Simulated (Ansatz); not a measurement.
## A barrier at the coupled-cluster level

Start structure (CH2Cl2, singlet), relaxed at PBE0-D4/def2-TZVP:

```json
{"atom": "C1", "x (Å)": "-0.2154", "y (Å)": "-0.7108", "z (Å)": "0.5368"}
{"atom": "Cl2", "x (Å)": "-0.1863", "y (Å)": "-0.6981", "z (Å)": "2.2428"}
{"atom": "Cl3", "x (Å)": "-0.7359", "y (Å)": "-2.2386", "z (Å)": "-0.0167"}
{"atom": "H4", "x (Å)": "0.4811", "y (Å)": "1.5336", "z (Å)": "-1.1624"}
{"atom": "H5", "x (Å)": "0.6565", "y (Å)": "2.1140", "z (Å)": "-1.6005"}
```

The step: CCl₂ + H₂ → CH₂Cl₂ ([Cl][CH2][Cl]); bonds formed: C1–H4, C1–H5; bonds broken: H4–H5. Computed with Ansatz 0.2.0 (basis: def2-TZVPP and def2-QZVPP); correlated methods freeze the cores. Extrapolation: Hartree–Fock as exp(−7.88 √X), correlation as X^−2.97. Energies below are by CCSD(T) at an estimated basis limit (MP2 extrapolated from triple and quadruple zeta, plus CCSD(T) − MP2 in triple zeta).

(1) What are the electronic barrier and the energy of the step, from the start structure to the end structure? (Judge from chemistry; the value comes from the calculation.)

The T1 diagnostic stays at or below 0.020. The restricted Hartree–Fock reference is unstable towards an unrestricted one at one or more of these structures.

Results:

(1) The calculation gives: Barrier 68.8 kJ/mol; step energy -354.1 kJ/mol (downhill); reverse barrier, their difference, 422.9 kJ/mol. Barrier and step energy count from the start structure, the reverse barrier from the end structure.

The saddle point: One imaginary mode of 952i cm⁻¹.
| pair | start (Å) | saddle (Å) | end (Å) |
| --- | --- | --- | --- |
| C1–H4 | 2.90 | 1.31 | 1.09 |
| C1–H5 | 3.65 | 1.81 | 1.09 |
| H4–H5 | 0.75 | 0.88 | 1.79 |

Zero-point energy (harmonic, PBE0-D4): ZPE is 41.8 kJ/mol at the start and 47.9 kJ/mol at the saddle, so the barrier goes from 68.8 to 74.8 kJ/mol.

Labels in which every atom is bracketed show which atoms are joined, not bond orders.

For scale, one of the runs: CCSD(T)/def2-TZVPP, 143 basis functions, launched by `ansatz run in.yaml --threads 2 --pin off --events-out ev --progress --plain --max-ram 4352MiB`. The run took 21 s on 2 CPU threads of an Arm Neoverse N1 (shared host), with 0.78 GiB of host memory at its peak.
